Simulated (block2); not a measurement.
# BSiH4 (SMILES [BH][SiH3]): DMRG/STO-3G

Aim: the vertical ionisation energy of BSiH4 at DMRG/STO-3G, from 2 runs. 

The results are computed with block2 0.5.4.

5 further runs of the same task are left out: 1 that didn't finish, 4 set aside as unsound or not needed.

## 1. The molecule

The species is BSiH4 (6 atoms), meant as a doublet with charge 0. SMILES: `[BH][SiH3]`. The shape is that of a GFN2-xTB optimisation.

Bond lengths: B1–Si2 1.908 Å, B1–H3 1.158 Å, Si2–H4 1.483 Å, Si2–H5 1.476 Å, Si2–H6 1.476 Å. Angles: B1–Si2–H4 119.8°, B1–Si2–H5 111.1°, B1–Si2–H6 111.7°, Si2–B1–H3 148.3°, H4–Si2–H5 103.5°, H4–Si2–H6 103.4°, H5–Si2–H6 106.3°.

## 2. A single-point energy at DMRG/STO-3G

make_fcidump.py reads:

```python
from pyscf import ao2mo, cc, dft, gto, mcscf, mp, scf
from pyscf.tools import fcidump

geom = """
B      0.938510    -0.830080     0.651420
Si    -0.268720     0.378400    -0.198310
H      1.206890    -1.921260     0.929580
H     -1.511470    -0.138420    -0.820190
H      0.392690     1.102720    -1.300860
H     -0.757900     1.408630     0.738360
"""
mol = gto.M(
    atom=geom,
    basis="sto-3g",
    spin=1,
    verbose=3,
)
print("basis functions               : %d" % (mol.nao))
mf = scf.ROHF(mol)
mf.conv_tol = 1e-10
mf.max_cycle = 200
mf.kernel()
if not mf.converged:
    mf = mf.newton().run(mf.mo_coeff, mf.mo_occ)
print(f"E(HF)                         : {mf.e_tot:.10f}")
# MP2, CCSD and CCSD(T) with the same frozen core
ref = scf.UHF(mol).run(mf.make_rdm1(), conv_tol=1e-10)
pt = mp.MP2(ref, frozen=6).run()
mycc = cc.CCSD(ref, frozen=6)
mycc.max_cycle = 150
mycc.kernel()
print(f"MP2 total energy              : {pt.e_tot:.10f}")
if mycc.converged:
    print(f"E(CCSD)                       : {mycc.e_tot:.10f}")
    print(f"E(CCSD(T))                    : {mycc.e_tot + mycc.ccsd_t():.10f}")
# a few density functionals on the same geometry and basis
ks = dft.UKS(mol, xc="m062x").set(conv_tol=1e-9, verbose=3).run(mf.make_rdm1())
if ks.converged:
    print("E(M06-2X)                     : %.8f" % (ks.e_tot))
ks = dft.UKS(mol, xc="r2scan").set(conv_tol=1e-9, verbose=3).run(mf.make_rdm1())
if ks.converged:
    print("E(r2SCAN)                     : %.8f" % (ks.e_tot))
ks = dft.UKS(mol, xc="tpssh").set(conv_tol=1e-9, verbose=3).run(mf.make_rdm1())
if ks.converged:
    print("E(TPSSh)                      : %.8f" % (ks.e_tot))
# natural orbitals of MP2 give a compact matrix product state
occ_no, mo = mcscf.addons.make_natural_orbitals(mp.MP2(mf.to_uhf(), frozen=6).run())
mf.mo_coeff = mo
# FCIDUMP for the DMRG program
cas = mcscf.CASCI(mf, 12, 11)
h1, ecore = cas.get_h1eff()
fcidump.from_integrals("FCIDUMP", h1, cas.get_h2eff(), 12, 11, nuc=ecore, ms=1)
# FCI check
ci = mcscf.CASCI(mf, 12, (6, 5))
ci.fix_spin_(ss=0.75)
ci.fcisolver.conv_tol = 1e-10
ci.fcisolver.max_cycle = 200
ci.kernel()
print("E(FCI)                        : %.10f" % (ci.e_tot))
```

input.conf reads:

```
sym c1
orbitals FCIDUMP
nelec 11
spin 1
irrep 1
occ 2 2 2 2 2 1 0 0 0 0 0 0
cbias 0.1
schedule
0 75 1E-09 1E-04
2 100 1E-09 1E-05
4 100 1E-10 0.0
end
maxiter 10
sweep_tol 1E-06
gaopt default
mem 1g
num_thrds 1
prefix ./tmp
outputlevel 1
onepdm
```

Command:

```sh
$ python make_fcidump.py && block2main input.conf
```

The log of the run:

```text
$ python make_fcidump.py
basis functions               : 18
converged SCF energy = -312.182464805733
E(HF)                         : -312.1824648057
converged SCF energy = -312.18395663638  <S^2> = 0.7564065  2S+1 = 2.0063963
E(UMP2) = -312.245025356507  E_corr = -0.0610687201271807
E(SCS-UMP2) = -312.254932425064  E_corr = -0.0709757886841735
E(UCCSD) = -312.2752920195305  E_corr = -0.09133538315071833
MP2 total energy              : -312.2450253565
E(CCSD)                       : -312.2752920195
UCCSD(T) correction = -0.000759048805493521
E(CCSD(T))                    : -312.2760510683
converged SCF energy = -312.93515639675  <S^2> = 0.75231674  2S+1 = 2.0023154
E(M06-2X)                     : -312.93515640
converged SCF energy = -312.891609697009  <S^2> = 0.75377636  2S+1 = 2.0037728
E(r2SCAN)                     : -312.89160970
converged SCF energy = -312.970830751495  <S^2> = 0.75266164  2S+1 = 2.0026599
E(TPSSh)                      : -312.97083075
E(UMP2) = -312.243588100655  E_corr = -0.0611232949210427
E(SCS-UMP2) = -312.253497132113  E_corr = -0.0710323263796198
CASCI E = -312.276444398101  E(CI) = -21.0353426136314  S^2 = 0.7500000
E(FCI)                        : -312.2764443981

$ block2main input.conf

********************************** INPUT START **********************************
sym                                                             c1
orbitals                                                   FCIDUMP
nelec                                                           11
spin                                                             1
irrep                                                            1
occ                                        2 2 2 2 2 1 0 0 0 0 0 0
cbias                                                          0.1
maxiter                                                         10
sweep_tol                                                    1E-06
gaopt                                                      default
mem                                                             1g
num_thrds                                                        1
prefix                                                       ./tmp
outputlevel                                                      1
onepdm
schedule                  Sweep   0-   1 : Mmps =    75 Noise =    0.0001 DavTol =     1e-09
                          Sweep   2-   3 : Mmps =   100 Noise =     1e-05 DavTol =     1e-09
                          Sweep   4-   9 : Mmps =   100 Noise =         0 DavTol =     1e-10
********************************** INPUT END   **********************************

SPIN ADAPTED - REAL DOMAIN - DOUBLE PREC
qc mpo type =  QCTypes.Conventional
 UseMainStack = 0 MinDiskUsage = 1 MinMemUsage = 0 IBuf = 0 OBuf = 0
 FPCompression: prec = 1.00e-16 chunk = 1024
 IMain = 0 B / 66.8 MB DMain = 0 B / 343 MB ISeco = 0 B / 28.6 MB DSeco = 0 B / 515 MB
 OpenMP = 1 TBB = 0 BLIS = 0 MKL = NONE  SeqType = Tasked AlignType = None MKLIntLen = 4
 THREADING = 2 layers : Global | Operator BatchedGEMM
 NUMBER : Global = 1 Operator = 1 Quanta = 0 MKL = 1
 COMPLEX = 1 SINGLE-PREC = 1 KSYMM = 0
using gaopt reorder =  [ 1  5 10  9 11  8  6  4  2  0  7  3]
read integral finished 1.1978133450029418
integral sym error =            0
MinMPOMemUsage =  False
MPS =  CCRRRRRRRRRR 0 2 < N=11 S=1/2 PG=0 >
GS INIT MPS BOND DIMS =       1     3    10    35    80    86    87    86    86    56    15     4     1
pre-mpo memory usage =  155 MB
build mpo start ...
build mpo finished ... Tread = 0.000 Twrite = 0.000 T = 0.008
simpl mpo start ...
simpl mpo finished ... Tread = 0.000 Twrite = 0.000 T = 0.026
GS MPO BOND DIMS =      17    24    35    50    69    92    69    50    35    24    17     1
build 1pdm mpo 1.2532921350211836
build identity mpo 1.2542268289835192
memory usage =  166 MB
para mpo finished 1.2547501809895039
env init finished 1.3767536600353196

Sweep =    0 | Direction =  forward | Bond dimension =   75 | Noise =  1.00e-04 | Dav threshold =  1.00e-09
Time elapsed =      2.739 | E =    -312.2739993589 | DW = 4.19014e-05

Sweep =    1 | Direction = backward | Bond dimension =   75 | Noise =  1.00e-04 | Dav threshold =  1.00e-09
Time elapsed =      4.458 | E =    -312.2759082228 | DE = -1.91e-03 | DW = 3.93738e-05

Sweep =    2 | Direction =  forward | Bond dimension =  100 | Noise =  1.00e-05 | Dav threshold =  1.00e-09
Time elapsed =      6.260 | E =    -312.2761220020 | DE = -2.14e-04 | DW = 5.47355e-05

Sweep =    3 | Direction = backward | Bond dimension =  100 | Noise =  1.00e-05 | Dav threshold =  1.00e-09
Time elapsed =      8.765 | E =    -312.2762205012 | DE = -9.85e-05 | DW = 2.42088e-05

Sweep =    4 | Direction =  forward | Bond dimension =  100 | Noise =  0.00e+00 | Dav threshold =  1.00e-10
Time elapsed =     11.511 | E =    -312.2762248412 | DE = -4.34e-06 | DW = 6.38363e-05

Sweep =    5 | Direction = backward | Bond dimension =  100 | Noise =  0.00e+00 | Dav threshold =  1.00e-10
Time elapsed =     14.076 | E =    -312.2762272740 | DE = -2.43e-06 | DW = 2.48414e-05

Sweep =    6 | Direction =  forward | Bond dimension =  100 | Noise =  0.00e+00 | Dav threshold =  1.00e-10
Time elapsed =     16.627 | E =    -312.2762275185 | DE = -2.45e-07 | DW = 6.40484e-05

Final canonical form =  LLLLLLLLLLLC 10
DMRG Energy = -312.276227518523967
npdm string = ['(C+D)0']

Build NPDM MPO | Nsites =    12 | Nmaxops =  2 | SymbolFree = T | Cutoff = 0.00e+00
 Site =     0 /    12 .. L =        4 R =        1 M =            0 Tmid = 0.000 T = 0.000
 Site =     1 /    12 .. L =        4 R =       23 M =           23 Tmid = 0.000 T = 0.000
 Site =     2 /    12 .. L =        4 R =       21 M =           21 Tmid = 0.000 T = 0.000
 Site =     3 /    12 .. L =        4 R =       19 M =           19 Tmid = 0.000 T = 0.000
 Site =     4 /    12 .. L =        4 R =       17 M =           17 Tmid = 0.000 T = 0.000
 Site =     5 /    12 .. L =        4 R =       15 M =           15 Tmid = 0.000 T = 0.000
 Site =     6 /    12 .. L =        4 R =       13 M =           13 Tmid = 0.000 T = 0.000
 Site =     7 /    12 .. L =        4 R =       11 M =           11 Tmid = 0.000 T = 0.000
 Site =     8 /    12 .. L =        4 R =        9 M =            9 Tmid = 0.000 T = 0.000
 Site =     9 /    12 .. L =        4 R =        7 M =            7 Tmid = 0.000 T = 0.000
 Site =    10 /    12 .. L =        4 R =        5 M =            5 Tmid = 0.000 T = 0.000
 Site =    11 /    12 .. L =        1 R =        4 M =            4 Tmid = 0.000 T = 0.000
Ttotal =      0.000

Expectation | Direction = backward | BRA bond dimension =  100 | KET bond dimension =  100
Time elapsed =      0.082
NPDM Sorting | Nsites =    12 | Nmaxops =  2 | DotSite = 2 | SymbolFree = T | Compressed = T | LowMem = F | Mem = 1.12 KB
Ttotal =      0.000

DMRG OCC =   1.984 1.977 1.968 1.967 1.966 0.998 0.032 0.030 0.027 0.021 0.015 0.013
```

Run time: 49 s. Hardware: 1 thread of Arm Neoverse V2, shared host; peak memory 0.28 GiB.

## 3. The singlet cation: the energy at DMRG/STO-3G

integrals.py reads:

```python
from pyscf import ao2mo, cc, dft, gto, mcscf, mp, scf
from pyscf.tools import fcidump

geom = "mol.xyz"
mol = gto.M(
    atom=geom,
    basis="sto-3g",
    charge=1,
    spin=0,
    verbose=4,
)
print("nao                           : %d" % (mol.nao))
mf = scf.RHF(mol)
mf.conv_tol = 1e-10
mf.max_cycle = 200
mf.kernel()
if not mf.converged:
    mf = mf.newton().run(mf.mo_coeff, mf.mo_occ)
print(f"E(HF)                         : {mf.e_tot:.10f}")
# MP2, CCSD and CCSD(T) with the same frozen core
ref = mf
pt = mp.MP2(ref, frozen=6).run()
mycc = cc.CCSD(ref, frozen=6)
mycc.max_cycle = 150
mycc.kernel()
print(f"MP2 total energy              : {pt.e_tot:.10f}")
if mycc.converged:
    print("E(CCSD)                       : %.10f" % (mycc.e_tot))
    print(f"CCSD(T) total energy          : {mycc.e_tot + mycc.ccsd_t():.10f}")
    print(f"T1 diagnostic                 : {mycc.get_t1_diagnostic():.4f}")
# a few density functionals on the same geometry and basis
ks = dft.RKS(mol, xc="m062x").set(conv_tol=1e-9, verbose=3).run()
if ks.converged:
    print("E(M06-2X)                     : %.8f" % (ks.e_tot))
ks = dft.RKS(mol, xc="r2scan").set(conv_tol=1e-9, verbose=3).run()
if ks.converged:
    print("E(r2SCAN)                     : %.8f" % (ks.e_tot))
ks = dft.RKS(mol, xc="tpssh").set(conv_tol=1e-9, verbose=3).run()
if ks.converged:
    print(f"E(TPSSh)                      : {ks.e_tot:.8f}")
# rotate to MP2 natural orbitals
occ_no, mo = mcscf.addons.make_natural_orbitals(mp.MP2(mf, frozen=6).run())
mf.mo_coeff = mo
# write the integrals of the correlated orbitals
cas = mcscf.CASCI(mf, 12, 10)
h1, ecore = cas.get_h1eff()
fcidump.from_integrals("FCIDUMP", h1, cas.get_h2eff(), 12, 10, nuc=ecore, ms=0)
# exact diagonalisation in the same space
ci = mcscf.CASCI(mf, 12, (5, 5))
ci.fix_spin_(ss=0)
ci.fcisolver.conv_tol = 1e-10
ci.fcisolver.max_cycle = 200
ci.kernel()
print("FCI energy                    : %.10f" % (ci.e_tot))
```

block.conf reads:

```
sym c1
orbitals FCIDUMP
nelec 10
spin 0
irrep 1
occ 2 2 2 2 2 0 0 0 0 0 0 0
cbias 0.2
schedule
0 25 1E-07 1E-04
4 50 1E-07 1E-04
6 100 1E-07 1E-05
10 100 1E-08 0.0
end
maxiter 16
sweep_tol 1E-07
fiedler
mem 1g
num_thrds 1
prefix ./tmp
outputlevel 2
onepdm
```

Command:

```sh
$ python integrals.py && block2main block.conf
```

The log of the run:

```text
$ python integrals.py

[INPUT] verbose = 4
[INPUT] num. atoms = 6
[INPUT] num. electrons = 22
[INPUT] charge = 1
[INPUT] spin (= nelec alpha-beta = 2S) = 0
[INPUT] symmetry False subgroup None
[INPUT] Mole.unit = angstrom
[INPUT] Symbol           X                Y                Z      unit          X                Y                Z       unit  Magmom
[INPUT]  1 B      0.938510000000  -0.830080000000   0.651420000000 AA    1.773526865166  -1.568623861479   1.231005392064 Bohr   0.0
[INPUT]  2 Si    -0.268720000000   0.378400000000  -0.198310000000 AA   -0.507807204193   0.715072365535  -0.374751587762 Bohr   0.0
[INPUT]  3 H      1.206890000000  -1.921260000000   0.929580000000 AA    2.280691562476  -3.630655214082   1.756651610873 Bohr   0.0
[INPUT]  4 H     -1.511470000000  -0.138420000000  -0.820190000000 AA   -2.856264345496  -0.261575890162  -1.549934470107 Bohr   0.0
[INPUT]  5 H      0.392690000000   1.102720000000  -1.300860000000 AA    0.742076551855   2.083838792080  -2.458269126402 Bohr   0.0
[INPUT]  6 H     -0.757900000000   1.408630000000   0.738360000000 AA   -1.432223429808   2.661924910846   1.395298181334 Bohr   0.0

nuclear repulsion = 43.1281884885107
number of shells = 12
number of NR pGTOs = 54
number of NR cGTOs = 18
basis = sto-3g
ecp = {}
CPU time:         0.42
nao                           : 18

******** <class 'pyscf.scf.hf.RHF'> ********
method = RHF
initial guess = minao
damping factor = 0
level_shift factor = 0
DIIS = <class 'pyscf.scf.diis.CDIIS'>
diis_start_cycle = 1
diis_space = 8
diis_damp = 0
SCF conv_tol = 1e-10
SCF conv_tol_grad = None
SCF max_cycles = 200
direct_scf = True
direct_scf_tol = 1e-13
[... 67 lines left out ...]
CCSD converged
[... 142 lines left out ...]
 --> Site =    4-   5 .. Mmps =   25 Ndav =  15 E =   -310.3634790987 Error = 7.02e-05 FLOPS = 1.37e+09 Tdav = 0.03 T = 0.05
[... 22 lines left out ...]
 <-- Site =    3-   4 .. Mmps =   25 Ndav =   9 E =   -312.0738751802 Error = 5.14e-05 FLOPS = 1.29e+09 Tdav = 0.01 T = 0.02
[... 22 lines left out ...]
 --> Site =   10-  11 .. Mmps =   12 Ndav =   1 E =   -312.0742576534 Error = 6.45e-18 FLOPS = 1.98e+08 Tdav = 0.00 T = 0.00
[... 31 lines left out ...]
 --> Site =    2-   3 .. Mmps =   31 Ndav =   3 E =   -312.0742920699 Error = 0.00e+00 FLOPS = 9.19e+08 Tdav = 0.00 T = 0.01
[... 22 lines left out ...]
 <-- Site =    5-   6 .. Mmps =   50 Ndav =   5 E =   -312.0758534085 Error = 3.98e-05 FLOPS = 2.76e+09 Tdav = 0.04 T = 0.09
[... 22 lines left out ...]
 --> Site =    8-   9 .. Mmps =  100 Ndav =   1 E =   -312.0763555978 Error = 4.21e-09 FLOPS = 1.74e+09 Tdav = 0.00 T = 0.02
[... 31 lines left out ...]
 --> Site =    0-   1 .. Mmps =    3 Ndav =   1 E =   -312.0763858260 Error = 0.00e+00 FLOPS = 7.45e+08 Tdav = 0.00 T = 0.00
[... 22 lines left out ...]
 <-- Site =    7-   8 .. Mmps =  100 Ndav =   2 E =   -312.0763874698 Error = 4.52e-08 FLOPS = 2.92e+09 Tdav = 0.02 T = 0.04
[... 22 lines left out ...]
 --> Site =    6-   7 .. Mmps =  100 Ndav =   5 E =   -312.0764035592 Error = 4.87e-06 FLOPS = 3.75e+09 Tdav = 0.17 T = 0.23
[... 22 lines left out ...]
 <-- Site =    1-   2 .. Mmps =   10 Ndav =   1 E =   -312.0763902957 Error = 7.44e-17 FLOPS = 5.98e+08 Tdav = 0.00 T = 0.01
[... 15 lines left out ...]
 --> Site =    5-   6 .. Mmps =  100 Ndav =   5 E =   -312.0764150472 Error = 9.19e-06 FLOPS = 3.85e+09 Tdav = 0.23 T = 0.28
 --> Site =    6-   7 .. Mmps =  100 Ndav =   5 E =   -312.0764036335 Error = 4.87e-06 FLOPS = 3.77e+09 Tdav = 0.17 T = 0.23
 --> Site =    7-   8 .. Mmps =  100 Ndav =   3 E =   -312.0763905375 Error = 4.11e-08 FLOPS = 2.80e+09 Tdav = 0.03 T = 0.06
 --> Site =    8-   9 .. Mmps =   35 Ndav =   1 E =   -312.0763904210 Error = 2.96e-17 FLOPS = 1.88e+09 Tdav = 0.00 T = 0.02
 --> Site =    9-  10 .. Mmps =   10 Ndav =   1 E =   -312.0763904210 Error = 2.20e-18 FLOPS = 5.58e+08 Tdav = 0.00 T = 0.01
 --> Site =   10-  11 .. Mmps =    3 Ndav =   1 E =   -312.0763904210 Error = 7.87e-18 FLOPS = 5.17e+07 Tdav = 0.00 T = 0.00
[... 9 lines left out ...]
DMRG Energy = -312.076415047196576
[... 31 lines left out ...]
Expectation | Direction = backward | BRA bond dimension =  100 | KET bond dimension =  100
 <-- Site =   10-  11 .. Nterms =            4 Error =  0.000000000000/ 0.000000000000 FLOPS = 3.27e+06 Tmult = 0.00 T = 0.00
 <-- Site =    9-  10 .. Nterms =            5 Error =  0.000000000000/ 0.000000000000 FLOPS = 1.26e+08 Tmult = 0.00 T = 0.00
 <-- Site =    8-   9 .. Nterms =            7 Error =  0.000000000000/ 0.000000000000 FLOPS = 1.18e+09 Tmult = 0.00 T = 0.00
 <-- Site =    7-   8 .. Nterms =            9 Error =  0.000000000000/ 0.000000000000 FLOPS = 2.21e+09 Tmult = 0.00 T = 0.00
 <-- Site =    6-   7 .. Nterms =           11 Error =  0.000000000000/ 0.000000000000 FLOPS = 3.48e+09 Tmult = 0.00 T = 0.01
 <-- Site =    5-   6 .. Nterms =           13 Error =  0.000000000000/ 0.000000000000 FLOPS = 3.41e+09 Tmult = 0.00 T = 0.01
 <-- Site =    4-   5 .. Nterms =           15 Error =  0.000000000000/ 0.000000000000 FLOPS = 3.35e+09 Tmult = 0.00 T = 0.01
 <-- Site =    3-   4 .. Nterms =           17 Error =  0.000000000000/ 0.000000000000 FLOPS = 2.08e+09 Tmult = 0.00 T = 0.01
 <-- Site =    2-   3 .. Nterms =           19 Error =  0.000000000000/ 0.000000000000 FLOPS = 1.47e+09 Tmult = 0.00 T = 0.01
 <-- Site =    1-   2 .. Nterms =           21 Error =  0.000000000000/ 0.000000000000 FLOPS = 1.14e+09 Tmult = 0.00 T = 0.01
 <-- Site =    0-   1 .. Nterms =           23 Error =  0.000000000000/ 0.000000000000 FLOPS = 7.05e+08 Tmult = 0.00 T = 0.01
Time elapsed =      0.074
Time sweep =        0.074 | 15.5 MFLOP/SWP
 | Dmem = 392 KB (26%) | Imem = 18.1 KB (94%) | Hmem = 2.62 MB | Wmem = 102 KB | MaxBmem = 290 KB | MaxRmem = 279 KB
 | Tread = 0.002 | Twrite = 0.003 | Tfpread = 0.001 | Tfpwrite = 0.002 | data = 1.35 MB | cpsd = 1.08 MB | Tasync = 0.000
 | Trot = 0.013 | Tctr = 0.000 | Tint = 0.000 | Tmid = 0.000 | Tdctr = 0.000 | Tdiag = 0.001 | Tinfo = 0.005
 | Teff = 0.013 | Texpt = 0.006 | Tblk = 0.051 | Tmve = 0.023

NPDM Sorting | Nsites =    12 | Nmaxops =  2 | DotSite = 2 | SymbolFree = T | Compressed = T | LowMem = F | Mem = 1.12 KB
 Site =     0 ..  T = 0.000
 Site =     1 ..  T = 0.000
 Site =     2 ..  T = 0.000
 Site =     3 ..  T = 0.000
 Site =     4 ..  T = 0.000
 Site =     5 ..  T = 0.000
 Site =     6 ..  T = 0.000
 Site =     7 ..  T = 0.000
 Site =     8 ..  T = 0.000
 Site =     9 ..  T = 0.000
 Site =    10 ..  T = 0.000
Ttotal =      0.000

DMRG OCC =   1.981 1.975 1.956 1.952 1.947 0.046 0.041 0.033 0.021 0.015 0.018 0.016
```

Run time: 32 s. Hardware: 1 thread of Arm Neoverse V2, shared host; peak memory 0.26 GiB.

## 4. Results

Level: DMRG/STO-3G, 6 core orbitals frozen.

| quantity | value |
| --- | --- |
| run 1, DMRG/STO-3G: total energy | -312.27623 Eh |
| singlet cation: total energy | -312.07642 Eh |
| singlet cation: T1 diagnostic of the CCSD step | 0.019 |
| vertical ionisation energy (to the singlet cation) | 5.437 eV |

The vertical ionisation energy comes to 5.44 eV (525 kJ/mol). Only the singlet of the ionised species was computed; a triplet could lie lower. In a minimal basis such a difference can be off by several eV, whatever the method.
